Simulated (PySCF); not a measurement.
Homolysis of single bonds, series Al NH2-H. Isolated molecules, 0 K electronic values unless said otherwise. Strings in code marks are SMILES.

Computed with PBE-D3(BJ)/def2-TZVP // B3LYP-D3(BJ)/def2-TZVP run with PySCF 2.14.0. 

| species | dipole moment (D) |
|---|---|
| radical fragment (`[NH2]`) | 1.90 |
| whole molecule (`[NH2][AlH][NH2]`) | 1.28 |
| radical fragment (`[NH2][AlH]`) | (withheld) |
| whole molecule (`[AlH2][NH2]`) | 1.37 |

Question: Some entries are withheld; supply them.

Answer: 
- radical fragment (`[NH2][AlH]`), dipole moment (D): 1.26
